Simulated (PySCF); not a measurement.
Species: C4H7ClO.
Cartesian coordinates in Å at the PBE0-D3(BJ)/def2-SVP level; atoms count from 1:
```xyz
13
C4H7ClO angstrom
C      1.8315    0.0428    0.0247
C      0.4489   -0.4145   -0.4097
C     -0.6574    0.3115    0.3372
C     -2.0362   -0.1163   -0.0676
O     -2.3334   -0.9324   -0.8695
Cl    -3.3043    0.7836    0.8348
H      1.9738    1.1208   -0.1533
H      1.9975   -0.1388    1.0986
H      2.6188   -0.4911   -0.5275
H      0.3154   -0.2563   -1.4921
H      0.3365   -1.4993   -0.2524
H     -0.6031    1.4048    0.1954
H     -0.5822    0.1655    1.4289
```

Method: core-valence-separated Tamm–Dancoff BHandHLYP/aug-pcX-1 (pcseg-1 on H, def2-SVPD on Cl) in PySCF, non-relativistic, gas phase, PBE0-D3(BJ)/def2-SVP geometry. No empirical shift is added; at this level the pattern usually sits a few eV under experiment.

The lowest roots of each edge with f over 0.003 (five at most, numbered afresh; weaker and dark ones are left out), with transition dipoles (au) in the frame of the coordinates:

| root | edge | E (eV) | f | μx | μy | μz |
| --- | --- | --- | --- | --- | --- | --- |
| 1 | C | 284.56 | 0.0839 | -0.0010 | 0.0770 | -0.0781 |
| 2 | C | 285.43 | 0.0087 | 0.0312 | 0.0119 | 0.0114 |
| 3 | C | 285.93 | 0.0128 | 0.0088 | 0.0310 | 0.0279 |
| 4 | C | 286.04 | 0.0214 | 0.0004 | -0.0386 | 0.0394 |
| 5 | C | 286.14 | 0.0293 | -0.0244 | 0.0426 | 0.0422 |
| 6 | O | 529.14 | 0.0502 | 0.0006 | -0.0437 | 0.0443 |
| 7 | O | 533.95 | 0.0132 | -0.0226 | 0.0158 | 0.0159 |

Q: Molecules are fixed in this frame and the field points along (1, 0, −1)/√2. What effective strengths 3 f cos²θ do the roots have (θ between field and μ)?

A: root 1 (C4): 0.062, root 2 (C1): 0.004, root 3 (C2): 0.004, root 4 (C1): 0.016, root 5 (C1): 0.047, root 6 (O5): 0.037, root 7 (O5): 0.029. Root 1 is the strongest. Averaged over all orientations cos²θ is 1/3, which gives f back.

Time: 20 s; peak memory 0.94 GiB. Hardware: one thread, Arm Neoverse V1 (aarch64), no GPU (shared host).

One conformer stands for the species.
